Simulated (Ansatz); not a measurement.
# One shape, several levels: singlet [BH2]−

Aim: a comparison of 6 runs (BLYP/def2-TZVPPD, PBE-QIDH/def2-TZVPPD, PBE0/def2-TZVPPD, r2SCAN/def2-TZVPPD, r2SCAN0/def2-TZVPPD, BCCD(T)/def2-TZVPPD) of singlet [BH2]−. 

Program for the calculation: Ansatz 0.2.0.

30 further runs of the same task are left out: 30 set aside as unsound or not needed.

**1. Starting point**

[BH2]− has 3 atoms, charge -1, and is taken as a singlet. SMILES of the parent species: `[BH2]`. The coordinates come from a PBE0-D4/def2-TZVP relaxation. That shape belongs to the parent species and isn't relaxed for this state.

Bond lengths: B1–H2 1.191 Å, B1–H3 1.191 Å. Angles: H2–B1–H3 129.4°.

**2. The energy at BLYP/def2-TZVPPD (run 1)**

job.yaml reads:

```yaml
basis:
  gaussian:
    orbitals: def2-TZVPPD.json
crystal:
  periodic: [false, false, false]
  atoms:
    - {symbol: B, position_ang: [0.265070, -0.167660, 0.129730]}
    - {symbol: H, position_ang: [0.292070, 1.014920, 0.270850]}
    - {symbol: H, position_ang: [-0.557150, -0.847260, -0.400590]}
output:
  orbitals: {seedname: orbitals}
accuracy: high
hamiltonian:
  xc: {name: BLYP}
total_charge: -1
```

The basis set def2-TZVPPD is read from a file made from the Basis Set Exchange's data (not shown).

The run is started by

```bash
$ ansatz run job.yaml --threads 1 --pin off --max-ram 3480MiB --events-out events.jsonl --progress --plain --runs-dir runs
```

Log:

```text
Warning: RAYON_NUM_THREADS=1 ignored (pool sized by the plan → 1); use --threads N
Functional definition: BLYP
  name "BLYP"
  parameter beta = 0.0042
  parameter a = 0.04918
  parameter b = 0.132
  parameter c = 0.2533
  parameter d = 0.349
  exchange = b88_x(beta = beta)
  correlation = lyp_c(a = a, b = b, c = c, d = d)
1016 factors; integrals over basis functions are off by at most 2.8e-9 eV
mean field evaluation 1: about -704.8606 eV, gradient 7.8e0 eV
mean field evaluation 2: about -703.9878 eV, gradient 1.3e1 eV
mean field evaluation 4: about -705.1143 eV, gradient 1.4e0 eV
mean field evaluation 8: about -705.1258 eV, gradient 8.2e-3 eV
mean field evaluation 16: about -705.1258 eV, gradient 9.4e-6 eV
mean field -705.12584397 eV, -25.9128968146 hartree, gradient 4.1e-8 eV, S^2 0.000000; 0 other end points of the search recorded, 0 dependent functions left out
reference -705.12587624 eV, -25.9128980003 hartree; 4, 4 occupied and 67, 67 virtual orbitals, 1016 factors
Total energy: -705.12587624 eV, -25.9128980003 hartree
```

Run time: 1.8 s. Hardware: 1 thread of Arm Neoverse V1, shared host; peak memory 0.12 GiB.

**3. A single-point energy at PBE-QIDH/def2-TZVPPD (run 2)**

molecule.yaml reads:

```yaml
crystal:
  periodic: [false, false, false]
  atoms:
    - symbol: B
      position_ang: [0.265070, -0.167660, 0.129730]
    - symbol: H
      position_ang: [0.292070, 1.014920, 0.270850]
    - symbol: H
      position_ang: [-0.557150, -0.847260, -0.400590]
basis:
  gaussian:
    orbitals: def2-TZVPPD.json
total_charge: -1
hamiltonian:
  xc: {name: PBE-QIDH}
correlation:
  frozen_orbitals: {B: 1, H: 0}
accuracy: high
output: {orbitals: {seedname: orbitals}}
```

The basis set def2-TZVPPD is read from a file made from the Basis Set Exchange's data (not shown).

The run is started by

```bash
$ ansatz run molecule.yaml --threads 1 --pin off --max-ram 3480MiB --events-out events.jsonl --progress --plain --runs-dir runs
```

Log, cut to the lines that bear on the results:

```text
Warning: RAYON_NUM_THREADS=1 ignored (pool sized by the plan → 1); use --threads N
Functional definition: PBE-QIDH
  name "PBE-QIDH"
[...]
1016 factors; integrals over basis functions are off by at most 2.8e-9 eV
[...]
mean field -702.88340239 eV, -25.8304886062 hartree, gradient 6.6e-8 eV, S^2 0.000000; 0 other end points of the search recorded, 0 dependent functions left out; unrestricted orbitals would lower it
1 core orbitals not correlated: weight in the atoms' cores, before any rotation towards them, 1.000 or more for the frozen orbitals, at most 0.000 for the correlated occupied ones
reference -702.88340314 eV, -25.8304886337 hartree; 3, 3 occupied and 67, 67 virtual orbitals, 1016 factors
second order -3.72573738 eV of doubles, -0.00000000 eV of singles
Total energy: -704.12531560 eV, -25.8761280749 hartree
```

Wall time 1.9 s (1 thread of Arm Neoverse V1, shared host); peak memory 0.12 GiB.

Run 3 isn't shown in full; the table further down has it.

**4. The energy at r2SCAN/def2-TZVPPD (run 4)**

input.yaml reads:

```yaml
basis:
  gaussian:
    orbitals: def2-TZVPPD.json
crystal:
  periodic: [false, false, false]
  atoms:
    - {symbol: B, position_ang: [0.265070, -0.167660, 0.129730]}
    - {symbol: H, position_ang: [0.292070, 1.014920, 0.270850]}
    - {symbol: H, position_ang: [-0.557150, -0.847260, -0.400590]}
total_charge: -1
hamiltonian:
  xc: r2scan
accuracy: high
output: {orbitals: {seedname: orbitals}}
```

The basis set def2-TZVPPD is read from a file made from the Basis Set Exchange's data (not shown).

The run is started by

```bash
$ ansatz run input.yaml --threads 1 --pin off --max-ram 3480MiB --events-out events.jsonl --progress --plain --runs-dir runs
```

Log:

```text
Warning: RAYON_NUM_THREADS=1 ignored (pool sized by the plan → 1); use --threads N
Functional definition: r2SCAN
  name "r2SCAN"
  parameter k0 = 0.174
  parameter k1 = 0.065
  parameter a1 = 4.9479
  exchange = r2scan_x(k0 = k0, k1 = k1, a1 = a1)
  correlation = r2scan_c
1016 factors; integrals over basis functions are off by at most 2.8e-9 eV
mean field evaluation 1: about -704.6271 eV, gradient 6.2e0 eV
mean field evaluation 2: about -704.5191 eV, gradient 7.7e0 eV
mean field evaluation 4: about -704.8370 eV, gradient 1.5e-1 eV
mean field evaluation 8: about -704.8371 eV, gradient 2.5e-2 eV
mean field evaluation 16: about -704.8371 eV, gradient 2.4e-6 eV
mean field -704.83707135 eV, -25.9022846163 hartree, gradient 3.4e-8 eV, S^2 0.000000; 0 other end points of the search recorded, 0 dependent functions left out
reference -704.83707195 eV, -25.9022846386 hartree; 4, 4 occupied and 67, 67 virtual orbitals, 1016 factors
Total energy: -704.83707195 eV, -25.9022846386 hartree
```

It took 2.9 s on 1 thread of Arm Neoverse V1, shared host; peak memory 0.13 GiB.

Run 5 isn't shown in full; the table further down has it.

**5. A single-point energy at BCCD(T)/def2-TZVPPD (run 6)**

molecule.yaml reads:

```yaml
crystal:
  periodic: [false, false, false]
  atoms:
    - symbol: B
      position_ang: [0.265070, -0.167660, 0.129730]
    - symbol: H
      position_ang: [0.292070, 1.014920, 0.270850]
    - symbol: H
      position_ang: [-0.557150, -0.847260, -0.400590]
basis:
  gaussian: {orbitals: def2-TZVPPD.json}
total_charge: -1
correlation: {method: bccd_t, frozen_orbitals: {B: 1, H: 0}}
accuracy: high
scf: {omitted_lower_state_checks: [cluster_reference, increment]}
```

The basis set def2-TZVPPD is read from a file made from the Basis Set Exchange's data (not shown).

The run is started by

```bash
$ ansatz run molecule.yaml --threads 1 --pin off --max-ram 3480MiB --events-out events.jsonl --progress --plain --runs-dir runs
```

Log:

```text
Warning: RAYON_NUM_THREADS=1 ignored (pool sized by the plan → 1); use --threads N
[... 13 lines left out ...]
1 core orbitals not correlated: weight in the atoms' cores, before any rotation towards them, 1.000 or more for the frozen orbitals, at most 0.000 for the correlated occupied ones
[... 34 lines left out ...]
Total energy: -703.55712843 eV, -25.8552475815 hartree
Checks for a lower state left out: cluster_reference, increment
```

Wall time 2.8 s (1 thread of Arm Neoverse V1, shared host); peak memory 0.29 GiB.

**6. The series**

```
run                 level  frozen core orbitals  energy (Eh)  HOMO energy (eV)  LUMO energy (eV)  HOMO–LUMO gap (eV)  wall time
  1      BLYP/def2-TZVPPD                     –   -25.912898              2.81              3.21                0.41      1.8 s
  2  PBE-QIDH/def2-TZVPPD                     1   -25.876128              0.76              4.82                4.06      1.9 s
  3      PBE0/def2-TZVPPD                     –   -25.882878              1.98              4.09                2.11      1.7 s
  4    r2SCAN/def2-TZVPPD                     –   -25.902285              2.65              3.45                0.80      2.9 s
  5   r2SCAN0/def2-TZVPPD                     –   -25.900881              1.92              4.28                2.37      3.3 s
  6   BCCD(T)/def2-TZVPPD                     1   -25.855248                 –                 –                   –      2.8 s
```

**7. Outcome**

| quantity | value |
| --- | --- |
| run 6: total energy | -25.85525 Eh |
| run 6: correlation energy (1 core orbital frozen) | -148.1 mEh |
| run 6: (T) correction | -5.20 mEh |

In words: Over runs 1, 2, 3, 4, 5 the HOMO–LUMO gap runs from 0.41 eV (BLYP/def2-TZVPPD) to 4.06 eV (PBE-QIDH/def2-TZVPPD). The empty levels of an anion lie above zero and hang on the basis. A double hybrid's value is that of its SCF part. Totals of different functionals can't be ranked against each other. In runs 1, 2, 3, 4, 5 the HOMO lies above zero, so the outermost electron may be held by the basis alone. In runs 2, 6 the log says that unrestricted orbitals would lower the reference, so the values rest on an unstable closed-shell determinant (other closed-shell runs at this shape may share the fault). All runs together took 14 s, the longest 3.3 s.
